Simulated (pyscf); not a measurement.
PH₃ (SMILES P) + HO–SiH₃ (SMILES O[SiH3]) -> H₃Si–PH₂ (SMILES [SiH3]P) + H₂O (SMILES O) (four-centre exchange; singlet surface; H–P, O–Si broken, P–Si, H–O formed). Optimised with ωB97X-D3(BJ)/def2-SVP in PySCF. Correlated levels are frozen-core, on RHF or UHF. ΔMP2 is the change of the MP2 total energy from the triple- to the quadruple-zeta basis. Energies in eV from the separated reactants.

| level | barrier | reaction energy |
|---|---|---|
| ωB97X-D3(BJ)/def2-TZVP | 2.11 | +0.58 |
| B3LYP-D3(BJ)/def2-TZVP | 2.13 | +0.72 |
| PBE0-D3(BJ)/def2-TZVP | 1.91 | +0.57 |
| HF/def2-TZVP | 3.10 | +0.94 |
| MP2/def2-QZVPP | 2.15 | +0.67 |
| CCSD(T)/def2-TZVPP | … | +0.68 |
| CCSD(T)/def2-TZVPP + ΔMP2(QZVPP) | … | … |

### Question
Complete the blanks.

### Answer

- CCSD(T)/def2-TZVPP, barrier: 2.25
- CCSD(T)/def2-TZVPP + ΔMP2(QZVPP), barrier: 2.22
- CCSD(T)/def2-TZVPP + ΔMP2(QZVPP), reaction energy: +0.66

Of the functionals in the table, B3LYP-D3(BJ) is closest to CCSD(T)/def2-TZVPP + ΔMP2(QZVPP) in the barrier (0.09 eV apart) and PBE0-D3(BJ) least close (0.31 eV); that level has limits of its own. This is the saddle that the search found; another between the same sides may lie lower. The CCSD(T) − MP2 part came from Ansatz, without density fitting, on the same reference.
